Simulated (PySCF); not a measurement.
**C2H2N2, a complex of two parts: interaction energy**

What interaction energy should one expect for `C#C` with `N#N`?

Programs: PySCF 2.14.0. All values are calculated, for the isolated system unless a continuum is named. Atoms count from 0, parts from 1.

### 1 The system as given

6 atoms, charge 0, multiplicity 1; geometry: GFN2-xTB. Parts: 1 = atoms 0–3, `C#C`, charge 0; 2 = atoms 4–5, `N#N`, charge 0.

### 2 Relaxing the molecule at PBE0-D3(BJ)/def2-SVPD

The job: settings as JSON, then the geometry in Å.

```
{"job": {"xc": "PBE0", "basis": "def2-SVPD", "d3": "d3bj", "grid": 2, "kind": "geom", "shake": 0.01}, "charge": 0, "multiplicity": 1, "parts": [{"atoms": "0-3", "charge": 0, "multiplicity": 1}, {"atoms": "4-5", "charge": 0, "multiplicity": 1}]}
C      0.604967     0.118904     0.012887
C     -0.599372     0.021876     0.159625
H      1.600908     0.249692    -0.126550
H     -1.596957    -0.074592     0.288334
N      0.927419    -2.467799    -2.272981
N      0.491032    -1.474771    -2.497983
```

Launch:

```console
$ OMP_NUM_THREADS=1 python cluster_run.py task.json out
```

This one command runs all jobs of the session in turn.

**Question.** The jobs that follow are: CCSD(T)/aug-cc-pVDZ and MP2/aug-cc-pVTZ counterpoise interaction energy, frozen core, gas phase. Predict: point group; rotational constants (main isotopes); interaction energy, CCSD(T) limit estimate; MP2/aug-cc-pVTZ; T1 diagnostic.

**Answer**, as computed:

```
                                  quantity                  value
                               point group                     C1
      rotational constants (main isotopes)  22.75, 2.64, 2.55 GHz
interaction energy, CCSD(T) limit estimate         -0.38 kcal/mol
                           MP2/aug-cc-pVTZ         -0.48 kcal/mol
                             T1 diagnostic                 0.0124
```

In words: Over 6 steps the energy fell by 0.228 eV; of the close pairs, C1–H3 changed most, 1.010 to 1.074 Å. No frequency check was run at this level, so the end point may be a saddle. The estimate adds CCSD(T) less MP2 in the small basis (+0.15 kcal/mol) to extrapolated MP2. Hartree-Fock gives 0.55 against -0.38 kcal/mol, so correlation carries all of the binding.
